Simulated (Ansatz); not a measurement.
Hg₃O₂SO₄ (P3₁21, No. 152; cell taken from a computed entry)

All values below come from LDA in Ansatz (PAW).

Run with plane-wave cutoff 520 eV, 6×6×4 k mesh (along the axes of the cell as run), Fermi–Dirac smearing 0.01 eV, scalar-relativistic PAW data made under PBE.

Cell (relaxed with PBEsol):

```cif
data_Hg9O18S3
_chemical_formula_sum 'Hg9 S3 O18'
_space_group_name_H-M_alt 'P3121'
_space_group_IT_number 152
_space_group_name_Hall 'P 31 2"'
_cell_length_a 7.04377
_cell_length_b 7.04377
_cell_length_c 10.27596
_cell_angle_alpha 90.000
_cell_angle_beta 90.000
_cell_angle_gamma 120.000
loop_
_atom_site_label
_atom_site_type_symbol
_atom_site_symmetry_multiplicity
_atom_site_Wyckoff_symbol
_atom_site_fract_x
_atom_site_fract_y
_atom_site_fract_z
_atom_site_occupancy
Hg1 Hg 6 c 0.19784 0.50219 0.32159 1
Hg2 Hg 3 a 0.29079 0.29079 0.00000 1
S1 S 3 a 0.76483 0.76483 0.00000 1
O1 O 6 c 0.42016 0.11995 0.42800 1
O2 O 6 c 0.14143 0.47004 0.04573 1
O3 O 6 c 0.19505 0.15759 0.25897 1
```

```yaml
band_gap: 0.64 eV
smallest_direct_gap_on_the_k_points_sampled: 1.04 eV
```

Note: cell and atoms aren't relaxed at this level (largest force component 0.25 eV/Å, pressure -4.5 GPa).

Spin–orbit coupling is not included.

Computed values are for the static lattice.

Ansatz is a program for electronic structure.
